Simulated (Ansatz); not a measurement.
## [BH2···H···NH], triplet: transfer scan

Starting geometry:

| atom | x (Å) | y (Å) | z (Å) |
| --- | --- | --- | --- |
| B | -1.4864 | 0.0351 | 0.0000 |
| H | -2.0832 | 1.0687 | 0.0000 |
| H | -2.0832 | -0.9985 | 0.0000 |
| H | -0.2930 | 0.0351 | 0.0000 |
| N | 1.3516 | 0.0351 | 0.0000 |
| H | 1.6206 | -0.9691 | 0.0000 |

From there atom H4 is moved from one fragment to the other while all else, the fragments' distance too, stays fixed, so the hump isn't the reaction's barrier; atoms are numbered as listed. Energies are in eV, counted from the starting geometry at the same level. Kohn–Sham curves are unrestricted where that lies lower.

Basis cc-pVDZ; Ansatz 0.2.0. Correlated methods freeze the noble-gas cores. Prefix R: restricted or restricted open-shell reference; prefix U: unrestricted.

For open shells CISD is restricted-active-space CI with the open shells as a complete middle space.

Full CI isn't at hand for all of this; UCCSDT(Q) serves as the reference, and is uncertain by the last step of the cluster series or more. The frozen core follows each run's orbitals, which can shift R against U totals by a few meV.

```
distance B1-H4 (Å)  UCCSDT(Q)  curve A  curve B  curve C  curve D
             1.110      0.064    0.074    0.040    0.050   -0.017
             1.194      0.000    0.000    0.000    0.000    0.000
             1.280      0.105    0.085    0.139    0.125    0.219
             1.366      0.288    0.242    0.368    0.334    0.557
             1.453      0.466    0.391    0.601    0.522    0.940
             1.539      0.561    0.465    0.716    0.519    1.232
             1.625      0.550    0.443    0.692    0.495    1.163
             1.712      0.475    0.370    0.575    0.416    0.906
             1.798      0.454    0.354    0.510    0.367    0.719
```

Problem. The curves come from B2PLYP, CISD, RHF, RMP2. Compare each with UCCSDT(Q) and say which is which.

Solution. A: B2PLYP, B: CISD, C: RMP2, D: RHF. Spread of the error against UCCSDT(Q), over the points where both stand: A 0.117, B 0.179, C 0.143, D 0.752 eV. 

In so small a basis the reference is far from its limit. A double hybrid takes much of its correlation from a semilocal functional, which needs less basis, so its difference from the reference holds the reference's basis and frozen-core error beside its own.
